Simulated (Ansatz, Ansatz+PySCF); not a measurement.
```xyz
3

C     0.0000    0.0000   -0.1653
H     0.0000    0.7929    0.4958
H     0.0000   -0.7929    0.4958
```

RHF-MP2 on singlet CH₂ was run in several spherical basis sets with Ansatz (development build ahead of 0.2.0). Frozen core: 1 orbital. Caution: another spin multiplicity may lie lower. Caution for RHF-MP2: an unrestricted determinant lies well below; in another basis set an unrestricted determinant lies well below.

(1) Rank the basis sets by the total energy that they give, lowest first, with the distance from the lowest.
A. cc-pVTZ
B. cc-pVDZ
C. def2-SVP
D. 6-31G(d)
E. def2-TZVP

Answers

(1) A (0.00 eV), E (0.16 eV), B (1.18 eV), D (1.74 eV), C (2.14 eV).

Totals follow the description of the cores as much as that of the bonds, so this order isn't one of quality for chemistry.
